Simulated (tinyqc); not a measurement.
Pariser-Parr-Pople SCF with singles CI, for the molecule NC=CCl (SMILES; centres numbered as the heavy atoms are written), step by step. One step of it, computed by the program tinyqc.

Question. Iteration 1: Fock matrix. F_rr = H_rr + P_rr gamma_rr / 2 + sum_(s != r) P_ss gamma_rs; F_rs = H_rs - P_rs gamma_rs / 2; E = tr P (H + F) / 2 + core repulsion sum_(r<s) z_r z_s gamma_rs.

P at the start, lower triangle:
```
            1N         2C        3C       4Cl
1N    1.642632
2C    0.556715   1.132738
3C   -0.479224   0.746546  1.357368
4Cl   0.217798  -0.339291  0.292064  1.867262
```

core matrix H (eV), lower triangle:
```
             1N          2C          3C         4Cl
1N   -41.853373
2C    -2.500000  -36.308369
3C     0.000000   -2.660000  -35.941023
4Cl    0.000000    0.000000   -1.770000  -41.695737
```

repulsion gamma_rs (eV), lower triangle:
```
            1N         2C         3C        4Cl
1N   16.800000
2C    5.921453  11.130000
3C    4.166549   5.346327  11.130000
4Cl   3.082685   3.979568   5.550799  13.000000
```

Centres (angstrom, eV; a flat drawing with bonds scaled to 1.40 angstrom):

| centre | x | y | core charge z | W | gamma_rr |
|---|---|---|---|---|---|
| 1N | 1.848000 | -0.127000 | 2 | 25.600000 | 16.800000 |
| 2C | 0.559000 | 0.421000 | 1 | 11.160000 | 11.130000 |
| 3C | -0.559000 | -0.421000 | 1 | 11.160000 | 11.130000 |
| 4Cl | -1.848000 | 0.127000 | 2 | 26.000000 | 13.000000 |

Give: F; pi energy.

Answer.

F (eV), lower triangle:
```
          1N       2C       3C       4Cl
1N   -9.9361
2C   -4.1483  -5.5901
3C    0.9984  -4.6556  -5.1224
4Cl  -0.3357   0.6751  -2.5806  -12.4525
```

pi energy = -98.9892 eV
